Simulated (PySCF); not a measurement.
# C5H6F radical: open-shell or spin-flip excitations

What do calculations give for the open-shell or spin-flip excitations of C5H6F radical (`FC12C[C](C1)C2`)?

Programs: PySCF 2.14.0, with routines of our own; each step states its level. All values are computed. Atoms count from 0.

## 1. The starting structure

12 atoms, charge 0, multiplicity 2; geometry from: GFN2-xTB.

## 2. Open-shell or spin-flip excitations: unrestricted TDDFT B3LYP/def2-SVPD

The job: settings as JSON, then the geometry in Å.

```
{"job": {"kind": "uabs", "xc": "B3LYP", "basis": "def2-SVPD", "nstates": 10, "tda": false}, "charge": 0, "multiplicity": 2}
F     -0.222286    -0.338177     2.010248
C     -0.073434    -0.111776     0.663174
C     -0.186465     1.260977    -0.004245
C      0.115969     0.175626    -1.050264
C      1.194696    -0.425405    -0.134372
C     -0.946545    -0.742388    -0.424334
H     -1.169847     1.717785    -0.028938
H      0.597389     1.979208     0.209952
H      2.069316     0.182372     0.070636
H      1.442176    -1.471845    -0.275867
H     -0.839758    -1.809613    -0.584884
H     -1.980012    -0.417449    -0.477133
```

With the program's defaults for keys left out, this is: unrestricted TDDFT B3LYP/def2-SVPD, vertical, gas phase, core orbitals frozen in the response.

Launch:

```
$ OMP_NUM_THREADS=1 python excited_run.py task.json out
```

The driver reads the jobs from task.json and runs them one after another.

The log of the run:

```text
coarse grid: 10240 points
cycle   1  E = -293.5139950045  dE =  9.787e-01  |g| = 3.536e-01  |ddm| = 4.280e+00
cycle   2  E = -293.4786407836  dE =  3.535e-02  |g| = 4.967e-01  |ddm| = 9.569e-01
cycle   3  E = -293.5661706125  dE = -8.753e-02  |g| = 5.732e-02  |ddm| = 4.916e-01
cycle   4  E = -293.5672876875  dE = -1.117e-03  |g| = 2.808e-02  |ddm| = 1.442e-01
cycle   5  E = -293.5676714873  dE = -3.838e-04  |g| = 4.179e-03  |ddm| = 6.225e-02
cycle   6  E = -293.5676810430  dE = -9.556e-06  |g| = 2.965e-03  |ddm| = 1.882e-02
final grid: 99880 points
cycle   7  E = -293.6205478018  dE = -4.639e-05  |g| = 5.750e-03  |ddm| = 1.328e-01
cycle   8  E = -293.6205277195  dE =  2.008e-05  |g| = 9.203e-03  |ddm| = 2.509e-02
cycle   9  E = -293.6205614660  dE = -3.375e-05  |g| = 6.158e-04  |ddm| = 1.358e-02
cycle  10  E = -293.6205616075  dE = -1.415e-07  |g| = 1.888e-04  |ddm| = 1.134e-03
cycle  11  E = -293.6205616287  dE = -2.118e-08  |g| = 5.475e-05  |ddm| = 5.010e-04
cycle  12  E = -293.6205616311  dE = -2.420e-09  |g| = 3.442e-05  |ddm| = 1.991e-04
cycle  13  E = -293.6205616320  dE = -8.794e-10  |g| = 1.058e-05  |ddm| = 1.409e-04
converged SCF energy = -293.6205616320

Static polarisability (au): isotropic 54.078, principal 51.956 55.136 55.141

<S^2> of the reference = 0.7531 (exact 0.7500)

Excitations
state   eV       nm        f      <S^2>   main configurations
  1   4.4211    280.4   0.00178   0.774   Hb->Lb 0.91
  2   4.4217    280.4   0.00179   0.774   H-1b->Lb 0.91
  3   5.3151    233.3   0.00074   0.776   H-2b->Lb 0.91
  4   5.3168    233.2   0.00074   0.776   H-3b->Lb 0.91
  5   6.2661    197.9   0.00000   0.776   H-4b->Lb 1.00
  6   6.2880    197.2   0.00056   0.781   Ha->La 0.97
  7   6.7812    182.8   0.06037   0.782   Ha->L+1a 0.94
  8   7.0092    176.9   0.00339   0.781   Ha->L+2a 0.96
  9   7.0093    176.9   0.00339   0.781   Ha->L+3a 0.96
 10   7.8993    157.0   0.00490   0.797   Ha->L+6a 0.57, H-7b->Lb 0.37
```

Wall time 57 s (1 thread of Arm Neoverse V1, shared host); peak memory 0.57 GiB.

Key values:

| quantity | value |
| --- | --- |
| ⟨S²⟩ | 0.753 |

Löwdin spin populations:

| atom | value (e) |
| --- | --- |
| F0 | 0.07 |
| C1 | 0.04 |
| C2 | 0.06 |
| C3 | 0.69 |
| C4 | 0.06 |
| C5 | 0.06 |
| H6 | 0.00 |
| H7 | 0.00 |
| H8 | 0.00 |
| H9 | 0.00 |
| H10 | 0.00 |
| H11 | 0.00 |

With diffuse functions Löwdin's scheme smears the spin, so small populations can have the wrong sign.

Orbitals, density, ELF and potential are computed afterwards from the orbital file.

ELF in a plane through or near 9 of the atoms.

Ten even steps from ' ' (0.00) to '@' (1.00):
```
                                                        
                                                        
                          ....                          
                        ==##%%%%++..                    
              ....    ..%%@@@@@@@@==                    
          ..##@@@@##====@@@@@@@@%%::                    
          ==@@@@@@@@@@**%%@@@@@@==    ==**##--          
          ::@@@@@@@@@@--%%::++--  ::%%@@@@@@@@++        
            ::++%%%%##==--++==..::**@@@@@@@@@@**..      
                      ..====----==--##@@@@@@**::        
          --%%%%%%**====++==--++::==..**++::            
        ==@@@@@@@@@@**::--++::..==##@@@@@@**..          
        ==@@@@@@@@@@==--::++::  ==@@@@@@@@@@++..        
        ..++%%%%##++**@@@@@@%%::  ++@@@@@@@@++          
            ......::##@@@@@@@@++    ==%%@@**..          
                  ..**@@@@@@@@**                        
                    --##%%%%**::                        
                        ..                              
                                                        
                                                        
```
The map spans 9.1 Å across and 9.3 Å up, centred on the molecule. Atoms in the plane (x, y in Å): C2 (-0.5, 1.2), C4 (1.3, -0.2), C5 (-0.8, -1.0), H6 (-1.6, 1.4), H7 (0.1, 2.1), H8 (2.0, 0.7), H9 (1.7, -1.1), H10 (-0.4, -2.0), H11 (-1.8, -0.9).

On the surface of density 0.002 e/bohr³ the electrostatic potential runs, from the 1st to the 99th percentile, from -0.99 V near F0 to 0.84 V near H6.

The spin density lies nearest to C3 73 %; F0 7 %; C1 7 %.

## 3. Open-shell or spin-flip excitations: unrestricted TDA CAM-B3LYP/3-21G in acetone

The job, as its differences from that of step 2:

```diff
@@ -1,2 +1,2 @@
-{"job": {"kind": "uabs", "xc": "B3LYP", "basis": "def2-SVPD", "nstates": 10, "tda": false}, "charge": 0, "multiplicity": 2}
+{"job": {"kind": "uabs", "xc": "CAM-B3LYP", "basis": "3-21G", "nstates": 4, "tda": true, "solvent": "acetone"}, "charge": 0, "multiplicity": 2}
 F     -0.222286    -0.338177     2.010248
```

Method: unrestricted TDA CAM-B3LYP/3-21G, vertical, IEF-PCM acetone (non-equilibrium linear response), core orbitals frozen in the response.

The log of the run:

```text
coarse grid: 10240 points
cycle   1  E = -291.9680370109  dE =  1.226e+00  |g| = 3.697e-01  |ddm| = 2.575e+00
cycle   2  E = -291.9707102894  dE = -2.673e-03  |g| = 4.259e-01  |ddm| = 8.068e-01
cycle   3  E = -292.0298760264  dE = -5.917e-02  |g| = 2.584e-02  |ddm| = 3.936e-01
cycle   4  E = -292.0304349450  dE = -5.589e-04  |g| = 1.754e-02  |ddm| = 6.344e-02
cycle   5  E = -292.0306165401  dE = -1.816e-04  |g| = 3.653e-03  |ddm| = 2.434e-02
cycle   6  E = -292.0306414684  dE = -2.493e-05  |g| = 1.139e-03  |ddm| = 1.233e-02
cycle   7  E = -292.0306435547  dE = -2.086e-06  |g| = 6.774e-04  |ddm| = 3.958e-03
final grid: 99880 points
cycle   8  E = -292.0690997828  dE = -1.755e-05  |g| = 1.825e-03  |ddm| = 1.164e-02
cycle   9  E = -292.0690999583  dE = -1.754e-07  |g| = 1.975e-03  |ddm| = 3.913e-03
cycle  10  E = -292.0691011601  dE = -1.202e-06  |g| = 1.350e-04  |ddm| = 1.795e-03
cycle  11  E = -292.0691011728  dE = -1.271e-08  |g| = 9.217e-05  |ddm| = 3.765e-04
cycle  12  E = -292.0691011780  dE = -5.124e-09  |g| = 2.095e-05  |ddm| = 1.269e-04
cycle  13  E = -292.0691011788  dE = -8.724e-10  |g| = 1.034e-05  |ddm| = 1.047e-04
converged SCF energy = -292.0691011788

Static polarisability (au): isotropic 53.265, principal 42.938 58.423 58.433

<S^2> of the reference = 0.7528 (exact 0.7500)

Excitations
state   eV       nm        f      <S^2>   main configurations
  1   4.9802    249.0   0.00307   0.773   Hb->Lb 0.81, H-2b->Lb 0.15
  2   4.9811    248.9   0.00308   0.773   H-1b->Lb 0.81, H-3b->Lb 0.15
  3   6.0181    206.0   0.00310   0.777   H-2b->Lb 0.81, Hb->Lb 0.15
  4   6.0197    206.0   0.00310   0.777   H-3b->Lb 0.81, H-1b->Lb 0.15
```

It took 11 s on 1 thread of Arm Neoverse V1, shared host; peak memory 0.45 GiB.

From this job:

| quantity | value |
| --- | --- |
| ⟨S²⟩ | 0.753 |

## 4. Outcome

```
                                                                                                  quantity                        value
        lowest and brightest state of nearly pure spin, of 10 (step 2, unrestricted TDDFT B3LYP/def2-SVPD)  4.42 eV; 6.78 eV, f = 0.060
                                                                     surface potential, 1st and 99th percentile           -0.99 V and 0.84 V
lowest and brightest state of nearly pure spin, of 4 (step 3, unrestricted TDA CAM-B3LYP/3-21G in acetone)  4.98 eV; 6.02 eV, f = 0.003
```

What this shows: The lowest state of nearly pure spin runs from 4.42 to 4.98 eV over the runs.
